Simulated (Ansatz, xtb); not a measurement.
**C3H6S: 3 structures ranked**

3 gas-phase structures of C3H6S, from a drawn sample of its isomers (lower ones may exist). Each was relaxed with GFN2-xTB:

A. `C[C@@H]1CS1`, a singlet
B. `SC1CC1`, a singlet
C. `C1CSC1`, a singlet

Make a reasoned guess at their ranking by r2SCAN-D4/def2-SVP single-point energy.

Calculated order at r2SCAN-D4/def2-SVP: A (0.0), C (27.2), B (41.6) kJ/mol.

Energies above the lowest of each column, in kJ/mol; the last columns are at B3LYP/def2-SVP geometries:

```json
{"structure": "A", "GFN2-xTB": "0.0", "HF/STO-3G": "60.8", "r2SCAN-D4/def2-SVP": "0.0", "B3LYP/def2-SVP": "0.0", "CCSD(T)/def2-SVP + ΔMP2/def2-TZVPP": "0.0"}
{"structure": "C", "GFN2-xTB": "1.9", "HF/STO-3G": "0.0", "r2SCAN-D4/def2-SVP": "27.2", "B3LYP/def2-SVP": "20.4", "CCSD(T)/def2-SVP + ΔMP2/def2-TZVPP": "17.8"}
{"structure": "B", "GFN2-xTB": "35.8", "HF/STO-3G": "106.5", "r2SCAN-D4/def2-SVP": "41.6", "B3LYP/def2-SVP": "40.7", "CCSD(T)/def2-SVP + ΔMP2/def2-TZVPP": "47.9"}
```

CCSD(T)/def2-SVP + ΔMP2/def2-TZVPP puts A lowest; HF/STO-3G picks C. Flexible structures stand in one conformer each, not always the lowest. The ΔMP2 step shifts differences by up to 14.6 kJ/mol, which makes them less sure. ΔMP2 is the change of the MP2 energy from the smaller to the larger basis.

Programs: Ansatz 0.2.0, xtb 6.7.1.
